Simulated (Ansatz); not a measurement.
# [BH2···H···SiH2], singlet: the ladder up to RCCSDT(Q)

Geometry: a point of a hydrogen-transfer path between rigid fragments, not a stationary point.

```csv
atom,x (Å),y (Å),z (Å)
B,-2.1223,0.0401,0.0000
H,-2.7190,1.0737,0.0000
H,-2.7190,-0.9935,0.0000
H,-0.5193,0.0401,0.0000
Si,0.9207,0.0401,0.0000
H,1.5329,-0.8342,1.0900
H,1.5329,-0.8342,-1.0900
```

Basis cc-pVDZ; Ansatz 0.2.0. Correlated methods freeze the noble-gas cores, which leaves 12 electrons in 51 orbitals. Prefix R: restricted or restricted open-shell reference; prefix U: unrestricted. Active spaces: frontier = (8e, 8o) about the gap; pair = (2e, 2o) about the gap.

Full CI isn't at hand for all of this; RCCSDT(Q) serves as the reference, and is uncertain by about the last step of the cluster series. The frozen core follows each run's orbitals, which can shift R against U totals by a few meV.

Unrestricted rows (U) aren't spin-pure: their determinants' ⟨S²⟩ exceeds S(S+1) by up to 0.75, so they mix in states of higher spin.

The UHF ⟨S²⟩ is 0.752 and the T1 diagnostic (RCCSD) is 0.0319. The largest doubles amplitude (RCCSD) is 0.164.

```csv
level,E − E(RHF) (eV)
UHF,-0.4227
RMP2,-5.4695
UMP2,-5.3024
RCCSD,-6.8633
UCCSD,-6.8076
RCCSD(T),-7.0882
UCCSD(T),-7.0126
```

(1) Estimate how far RCCSDT(Q) in cc-pVDZ lies from RCCSD(T). The table doesn't fix it; the size of (T) and the diagnostics are the guide.

(1) RCCSDT(Q) in cc-pVDZ lies 6.0 kJ/mol below RCCSD(T), which is 27 % of the (T) step (-21.7 kJ/mol). T1 is raised, a doubles amplitude is large, RHF is unstable towards spin polarisation, and the rest is a large part of (T). The miss exceeds 1 kcal/mol.

The other levels:

| level | E − E(RCCSDT(Q)) (kJ/mol) | share of correlation (%) | wall time |
| --- | --- | --- | --- |
| CISD | 94.7 | 86.28 | 1.6 s |
| BCCD(T) | 6.4 | 99.08 | 1.5 s |
| RCCSDT | 1.5 | 99.79 | – |
| UCCSDT | 2.3 | 99.67 | – |
| UCCSDT(Q) | 0.0 | 100.00 | 86 s |
| CASSCF (pair space) | 615.0 | 10.86 | – |
| NEVPT2 (pair space) | 137.8 | 80.03 | 2 s |
| CASSCF (frontier space) | 490.5 | 28.90 | – |
| NEVPT2 (frontier space) | 130.8 | 81.04 | 18 s |

The correlation energy at RCCSDT(Q), counted from RHF, is -7.150 eV. That run took 19 s on 1 thread of Arm Neoverse V2, shared host.

Times hold each run's SCF and search for its determinant on a shared host, so for small cases they say little of a method's own cost; they ran on 1 thread of Arm Neoverse V2.
